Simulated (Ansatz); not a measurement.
```yaml
crystal:
  periodic: [false, false, false]
  atoms:
    - {symbol: Ru, position_ang: [0.000000, 0.000000, 0.000000]}
    - {symbol: C, position_ang: [0.000000, 0.000000, 2.210000]}
basis:
  gaussian: {orbitals: def2-TZVP}
magnetization: {spin_polarized: true, initial_magnetization: 4}
hamiltonian: {xc: pbe0}
relax: {f_tol: 0.004, max_steps: 80}
```

```sh
$ ansatz run in.yaml --threads 1 --pin off --events-out ev --progress --plain --max-ram 2176MiB
```

Steps of the relaxation (energy above the last step; positions in Å, forces in eV/Å):

```
2
step 1, 1835.1 meV
Ru    0.000    0.000    0.000    0.000    0.000    3.940
C     0.000    0.000    2.210    0.000    0.000   -3.940
```

```
2
step 2, 220.6 meV
Ru    0.000    0.000    0.195    0.000    0.000    3.051
C     0.000    0.000    2.015    0.000    0.000   -3.051
```

```
2
step 3, 1900.2 meV
Ru    0.000    0.000    0.389    0.000    0.000  -18.370
C     0.000    0.000    1.821    0.000    0.000   18.370
```

```
2
step 4, 9.5 meV
Ru    0.000    0.000    0.247    0.000    0.000    0.769
C     0.000    0.000    1.963    0.000    0.000   -0.769
```

```
2
step 6, 0.0 meV
Ru    0.000    0.000    0.259    0.000    0.000    0.000
C     0.000    0.000    1.951    0.000    0.000    0.000
```

Close pairs at the end: Ru1–C2 1.692 Å.

A stationary point of unrestricted PBE0 after 6 steps, with ⟨S²⟩ = 6.033 against 6.00 for a pure state. 48 s on 1 thread of Intel Xeon Platinum 8259CL, shared host.
